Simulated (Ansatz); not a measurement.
# N2H3 (hydrazinyl radical): levels of theory compared

Aim: a comparison of 6 runs (UPBE/STO-3G, UPBE0/STO-3G, RPA@PBE/STO-3G, UCCSDT(Q)/STO-3G, UCCSDTQ/STO-3G, UCCSD(T)/STO-3G) of N2H3 (hydrazinyl radical). 

The results are computed with Ansatz 0.2.0.

34 further runs of the same task are left out: 34 set aside as unsound or not needed.

## (1) Starting point

N2H3: 5 atoms, total charge 0, spin state doublet. As SMILES, `[NH]N`. The H3–N1 distance was set to 1.275 Å, away from the relaxed value.

Bond lengths: N1–N2 1.335 Å, N2–H4 1.011 Å, N2–H5 1.017 Å. Angles: N1–N2–H4 112.8°, N1–N2–H5 121.7°, H4–N2–H5 116.1°. A long bond or contact: N1–H3 1.275 Å.

## (2) The energy at UPBE/STO-3G (run 1)

File run.yaml:

```yaml
crystal:
  periodic: [false, false, false]
  atoms:
    - {symbol: "N", position_ang: [-0.406672, -0.759558, 0.351293]}
    - {symbol: N, position_ang: [-0.357972, 0.297892, -0.461847]}
    - {symbol: H, position_ang: [0.751750, -0.989150, 0.831090]}
    - {symbol: H, position_ang: [-1.274772, 0.623722, -0.734667]}
    - {symbol: H, position_ang: [0.360848, 1.010772, -0.369737]}
basis:
  gaussian:
    orbitals: STO-3G
hamiltonian:
  xc: {name: PBE}
magnetization:
  spin_polarized: true
  initial_magnetization: 1
accuracy: high
```

Launch:

```
$ ansatz run run.yaml --threads 1 --pin off --max-ram 2610MiB --events-out events.jsonl --progress --plain --runs-dir runs
```

What it wrote:

```text
Warning: RAYON_NUM_THREADS=1 ignored (pool sized by the plan → 1); use --threads N
Functional definition: PBE
  name "PBE"
  parameter kappa = 0.804
  parameter beta = 0.06672455060314922
  exchange = pbe_x(kappa = kappa, mu = beta*pi^2/3)
  correlation = pbe_c(beta = beta)
209 factors; integrals over basis functions are off by at most 1.3e-8 eV
mean field evaluation 1: about -2981.4548 eV, gradient 1.0e1 eV
mean field evaluation 2: about -2980.4091 eV, gradient 1.7e1 eV
mean field evaluation 4: about -2982.2683 eV, gradient 4.2e-1 eV
mean field evaluation 8: about -2982.2153 eV, gradient 1.0e-2 eV
mean field evaluation 16: about -2982.2153 eV, gradient 1.1e-6 eV
mean field -2982.21531339 eV, -109.5943913489 hartree, gradient 1.5e-8 eV, S^2 0.751498; 0 other end points of the search recorded, 0 dependent functions left out
reference -2982.21531512 eV, -109.5943914123 hartree; 9, 8 occupied and 4, 5 virtual orbitals, 209 factors
Total energy: -2982.21531512 eV, -109.5943914123 hartree
```

Run time: 1.2 s. Hardware: 1 thread of Arm Neoverse V1, shared host; peak memory 0.11 GiB.

## (3) A single-point energy at UPBE0/STO-3G (run 2)

File job.yaml:

```yaml
crystal:
  periodic: [false, false, false]
  atoms:
    - {symbol: "N", position_ang: [-0.406672, -0.759558, 0.351293]}
    - {symbol: "N", position_ang: [-0.357972, 0.297892, -0.461847]}
    - {symbol: H, position_ang: [0.751750, -0.989150, 0.831090]}
    - {symbol: H, position_ang: [-1.274772, 0.623722, -0.734667]}
    - {symbol: H, position_ang: [0.360848, 1.010772, -0.369737]}
basis:
  gaussian:
    orbitals: STO-3G
accuracy: high
hamiltonian:
  xc: {name: PBE0}
magnetization:
  spin_polarized: true
  initial_magnetization: 1
```

Launch:

```
$ ansatz run job.yaml --threads 1 --pin off --max-ram 2610MiB --events-out events.jsonl --progress --plain --runs-dir runs
```

What it wrote:

```text
Warning: RAYON_NUM_THREADS=1 ignored (pool sized by the plan → 1); use --threads N
Functional definition: PBE0
  name "PBE0"
  parameter a = 0.25
  parameter kappa = 0.804
  parameter beta = 0.06672455060314922
  exchange = (1 - a)*pbe_x(kappa = kappa, mu = beta*pi^2/3) + a*exact_x
  correlation = pbe_c(beta = beta)
209 factors; integrals over basis functions are off by at most 1.3e-8 eV
mean field evaluation 1: about -2981.8861 eV, gradient 1.0e1 eV
mean field evaluation 2: about -2981.9204 eV, gradient 1.2e1 eV
mean field evaluation 4: about -2982.7457 eV, gradient 4.9e-1 eV
mean field evaluation 8: about -2982.7345 eV, gradient 1.8e-2 eV
mean field evaluation 16: about -2982.7345 eV, gradient 4.4e-6 eV
mean field -2982.73446783 eV, -109.6134699227 hartree, gradient 6.2e-8 eV, S^2 0.752597; 0 other end points of the search recorded, 0 dependent functions left out
reference -2982.73446913 eV, -109.6134699704 hartree; 9, 8 occupied and 4, 5 virtual orbitals, 209 factors
Total energy: -2982.73446913 eV, -109.6134699704 hartree
```

Wall time 1.2 s (1 thread of Arm Neoverse V1, shared host); peak memory 0.11 GiB.

Runs 3 to 5 aren't shown in full; the table further down has their settings and results.

## (4) A single-point energy at UCCSD(T)/STO-3G (run 6)

File job.yaml:

```yaml
crystal:
  periodic: [false, false, false]
  atoms:
    - symbol: N
      position_ang: [-0.406672, -0.759558, 0.351293]
    - symbol: N
      position_ang: [-0.357972, 0.297892, -0.461847]
    - symbol: H
      position_ang: [0.751750, -0.989150, 0.831090]
    - symbol: H
      position_ang: [-1.274772, 0.623722, -0.734667]
    - symbol: H
      position_ang: [0.360848, 1.010772, -0.369737]
basis:
  gaussian:
    orbitals: STO-3G
magnetization:
  spin_polarized: true
  initial_magnetization: 1
correlation:
  method: ccsd_t
  frozen_orbitals: {H: 0, "N": 1}
accuracy: high
scf:
  omitted_lower_state_checks: [cluster_reference, increment]
```

Launch:

```
$ ansatz run job.yaml --threads 1 --pin off --max-ram 2610MiB --events-out events.jsonl --progress --plain --runs-dir runs
```

What it wrote, shortened:

```text
Warning: RAYON_NUM_THREADS=1 ignored (pool sized by the plan → 1); use --threads N
Functional definition: HF
  name "HF"
[...]
209 factors; integrals over basis functions are off by at most 1.3e-8 eV
[...]
mean field -2969.09916125 eV, -109.1123816484 hartree, gradient 2.7e-8 eV, S^2 0.775058; 0 other end points of the search recorded, 0 dependent functions left out
2 core orbitals not correlated: weight in the atoms' cores, before any rotation towards them, 1.000 or more for the frozen orbitals, at most 0.000 for the correlated occupied ones
reference -2969.09916125 eV, -109.1123816484 hartree; 7, 6 occupied and 4, 5 virtual orbitals, 209 factors
second order -2.31012516 eV of doubles, -0.00000000 eV of singles
cycle   1  -2.86936238 eV  change   -5.6e-1 eV  update   6.7e-2
[...]
cycle  24  -3.26639776 eV  change    1.0e-9 eV  update   1.4e-9
perturbative correction -0.03057450 eV, -0.0011235921 hartree
Total energy: -2972.39613351 eV, -109.2335431440 hartree
Checks for a lower state left out: cluster_reference, increment
```

Wall time 0.18 s (1 thread of Arm Neoverse V1, shared host).

## (5) All runs side by side

```tsv
run	level	frozen core orbitals	energy (Eh)	⟨S²⟩	wall time
1	UPBE/STO-3G	–	-109.594391	0.751	1.2 s
2	UPBE0/STO-3G	–	-109.613470	0.753	1.2 s
3	RPA@PBE/STO-3G	2	-109.302540	0.751	1.4 s
4	UCCSDT(Q)/STO-3G	2	-109.234025	0.775	0.79 s
5	UCCSDTQ/STO-3G	2	-109.234047	0.775	29 s
6	UCCSD(T)/STO-3G	2	-109.233543	0.775	0.18 s
```

## (6) What came out

| quantity | value |
| --- | --- |
| run 6: total energy | -109.23354 Eh |
| run 6: correlation energy (2 core orbitals frozen) | -121.2 mEh |
| run 6: (T) correction | -1.12 mEh |
| run 6: ⟨S²⟩ of the reference determinant | 0.775 |
| run 6: T1 diagnostic | 0.022 |

In words: Totals of different functionals can't be ranked against each other. In runs 1, 2, 3, 4, 5, 6 the basis is minimal, so the values are rough. All runs together took 33 s, the longest 29 s.
